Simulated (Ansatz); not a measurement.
Rock-salt TiC, treated with PBE0 (PAW; Ansatz, an electronic-structure program).

The input as run:

Ansatz 0.2 input:
```yaml
crystal:
  lattice:
    - [0.0, 2.1635, 2.1635]
    - [2.1635, 0.0, 2.1635]
    - [2.1635, 2.1635, 0.0]
  atoms:
    - { symbol: Ti, position: [0.0, 0.0, 0.0] }
    - { symbol: C, position: [0.5, 0.5, 0.5] }
basis:
  ecutwfc: 460
  ecutrho_ratio: 4
  xc_grid: 2
kpoints:
  mp_grid: { grid: [12, 12, 12] }
hamiltonian:
  xc: pbe0
  dispersion: none
  pseudopotentials: { kind: paw }
scf:
  occupations: { method: fermi_dirac, width: 0.05 }
  convergence: { dr2_threshold: 0.0000000002 }
output:
  forces: true
  stress: true
  eigenvalues: true
```

The run printed, among other lines:

```
WARN output.stress: scf.exx.energy_threshold = 1e-6 eV is looser than the 2e-8 eV advised for a stress under a hybrid functional (1e-8 eV for each atom of the …
Crystal: 2 atoms, lattice volume = 20.254 Å³
Basis set: ecut = 460 eV, 459 PW (Γ), exchange–correlation on 48×48×48 points (8 copies of the dense FFT grid, shifted against one another)
Bands: 12, of which v1, the nominal top of the filled ones, is band 8 counted from 1 (7 counted from 0)
Symmetry: 48 space group operations
Space group: Fm-3m (ITA 225), of the structure as read, at distance tolerance 2.7e-5 Å
k-points: 72 of 1728
Functional: x = pbe(κ = 0.804, μ = 0.2195149727645171), c = pbe(β = 0.06672455060314922), warm-up for x = 0.75 pbe(κ = 0.804, μ = 0.2195149727645171) + 0.25 exact, c = pbe(β = 0.06672455060314922)
SCF iter   1: F=—  HF=-2752.277456 eV  |F-HF|=—  |Δ(HF+E_count)|=         —  Δρ=3.42e-3  dr2=1.46e-3
SCF iter   2: F=—  HF=-2752.277640 eV  |F-HF|=—  |Δ(HF+E_count)|=   1.84e-4  Δρ=1.70e-3  dr2=3.34e-4
  ...
SCF 1 converged in 7 iterations: F = -2752.277650 eV  dr2 = 1.40e-11
Crystal: 2 atoms, lattice volume = 20.254 Å³
Initial density: handed on by an earlier stage of this run
Functional: x = 0.75 pbe(κ = 0.804, μ = 0.2195149727645171) + 0.25 exact, c = pbe(β = 0.06672455060314922)
SCF 2 converged in 7 iterations: F = -2752.157738 eV  dr2 = 7.84e-11
Crystal: 2 atoms, lattice volume = 20.254 Å³
SCF 3 converged in 7 iterations: F = -2752.176816 eV  dr2 = 4.53e-11
Crystal: 2 atoms, lattice volume = 20.254 Å³
Crystal: 2 atoms, lattice volume = 20.254 Å³
SCF 5 converged in 10 iterations: F = -2752.177684 eV  dr2 = 1.69e-10
Crystal: 2 atoms, lattice volume = 20.254 Å³
SCF iter   3: F=—  HF=-2752.177684 eV  |F-HF|=—  |Δ(HF+E_count)|=   5.38e-9  Δρ=2.00e-6  dr2=1.09e-9
SCF iter   4: F=-2752.177684 eV  HF=-2752.177684 eV  |F-HF|=4.55e-12  |Δ(HF+E_count)|=  6.37e-11  Δρ=2.85e-7  dr2=9.11e-12
SCF 6 converged in 4 iterations: F = -2752.177684 eV  dr2 = 9.11e-12
Free energy (F): -2752.177684 eV
Internal energy: -2752.176041 eV  (E = F + TS)
E sigma→0 (E₀):  -2752.176863 eV
Fermi energy:    14.982444 eV
--- Forces (eV/Å), atoms counted from 1 ---
  atom   1  Ti    -0.00000000     0.00000000     0.00000000
  atom   2  C      0.00000000    -0.00000000    -0.00000000
--- Stress (GPa, compression-positive) ---
       -4.343899      -0.000000       0.000000
       -0.000000      -4.343899       0.000000
       -0.000000       0.000000      -4.343899
  P = ⅓ Tr σ = -4.3439 GPa (-43.439 kbar)
```

The PAW data were made under PBE.

Note: cell and atoms aren't relaxed at this level (pressure -4.3 GPa).

The result took very roughly 2.9 core-minutes.
